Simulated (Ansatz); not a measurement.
# BNHS (doublet): wave-function methods side by side at angle N2–B1–H4 = 105.9°, cc-pVDZ

Aim: climb from Hartree-Fock through coupled cluster and multireference methods for BNHS (doublet) at one geometry and basis, and see what each rung misses.

The runs use Ansatz 0.2.0, Gaussian basis; cc-pVDZ, core rule «outside noble gas», up to 7 orbitals frozen.

The runs, in order: UHF; CCSD(T) on ROHF; CCSD(T) on UHF; BCCD(T) on ROHF; CISD; CCSDT(Q) on ROHF; CCSDT(Q) on UHF; CASSCF and MRCISD+Q, 3 electrons in 3 orbitals; CASSCF and NEVPT2, 3 electrons in 3 orbitals.

12 further runs of the same task are left out: 1 for a mislabelled method, 9 that didn't finish, 2 set aside as unsound or not needed.

## (1) The system

The geometry derives from a PBE0/def2-TZVP stationary point (not a proven minimum). One angle is set to the value named; bond lengths are kept.

4 atoms, charge 0, spin multiplicity 2.

Atoms are counted from 1 here; the program's logs count them from 0.

Bond lengths: B1–N2 1.256 Å, B1–H4 1.170 Å, N2–S3 1.585 Å. Angles: N2–B1–H4 105.9°, B1–N2–S3 180.0°.

## (2) UHF

in.yaml reads:

```yaml
crystal:
  periodic: [false, false, false]
  atoms:
    - {symbol: B, position_ang: [-1.143404, 0.000000, 1.482086]}
    - {symbol: N, position_ang: [-0.386830, 0.000000, 0.479899]}
    - {symbol: S, position_ang: [0.568271, 0.000000, -0.785265]}
    - {symbol: H, position_ang: [-0.438586, 0.000000, 2.415715]}
basis:
  gaussian: {orbitals: cc-pVDZ}
magnetization: {spin_polarized: true, initial_magnetization: 1}
hamiltonian: {xc: hf}
output: {orbitals: {seedname: orbitals}}
```

Launch:

```bash
ansatz run in.yaml --threads 1 --pin off --events-out ev --progress --plain --max-ram 2393MiB
```

Further steps of the session: CCSD(T) on ROHF; CCSD(T) on UHF; BCCD(T) on ROHF; CISD; CCSDT(Q) on ROHF; CCSDT(Q) on UHF; CASSCF and MRCISD+Q, 3 electrons in 3 orbitals; CASSCF and NEVPT2, 3 electrons in 3 orbitals.

**Question.** What will the summary of the whole plan be? Wanted: RCCSDT(Q) below the RHF energy; RMP2 from RCCSDT(Q); UMP2 from RCCSDT(Q); RCCSD from RCCSDT(Q); RCCSD(T) from RCCSDT(Q); UCCSD(T) from RCCSDT(Q); UCCSDT(Q) from RCCSDT(Q); NEVPT2 pair from RCCSDT(Q); MRCISD+Q pair from RCCSDT(Q).

The runs gave:

| quantity | value |
| --- | --- |
| RCCSDT(Q) below the RHF energy | -11.3027 eV |
| RMP2 from RCCSDT(Q) | +115.3 kJ/mol |
| UMP2 from RCCSDT(Q) | +186.0 kJ/mol |
| RCCSD from RCCSDT(Q) | +55.1 kJ/mol |
| RCCSD(T) from RCCSDT(Q) | +7.7 kJ/mol |
| UCCSD(T) from RCCSDT(Q) | +13.4 kJ/mol |
| UCCSDT(Q) from RCCSDT(Q) | -0.9 kJ/mol |
| NEVPT2 pair from RCCSDT(Q) | +119.8 kJ/mol |
| MRCISD+Q pair from RCCSDT(Q) | +32.0 kJ/mol |
| levels within 1 kcal/mol (43 meV) | UCCSDT(Q) |
| T1 diagnostic | 0.028 |

**Reading.** RCCSD(T) lands +7.7 kJ/mol from the yardstick (0.7 % of the correlation energy). CCSD(T) misses by +7.7 kJ/mol on the restricted determinant and by +13.4 kJ/mol on the unrestricted one; the two need not hold the same state or core. Of the multireference levels listed MRCISD+Q pair comes nearest in total energy (+32.0 kJ/mol), which doesn't show that its space is the better one. These misses are within one basis, not against nature; the frozen cores of restricted and unrestricted runs differ, which can shift their rows.
